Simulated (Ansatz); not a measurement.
A geometry relaxed with Ansatz (a quantum-chemistry and plane-wave program) with B3LYP-D3(BJ)/def2-TZVP, charge 0, multiplicity 1:

```xyz
10

H      2.7459    -0.2975    -0.5192
C     -1.5549    -0.0241    -0.3820
H     -0.6106    -0.9994     1.3755
C     -0.3928    -0.3928     0.4995
H      2.4774     1.2380     0.4778
H     -1.2302     0.5812    -1.2272
H     -2.3039     0.5395     0.1806
C      2.0752     0.3160     0.0724
C      0.8423    -0.0404     0.2893
H     -2.0485    -0.9205    -0.7668
```

Write the SMILES of this molecule.

`C=C=CC`
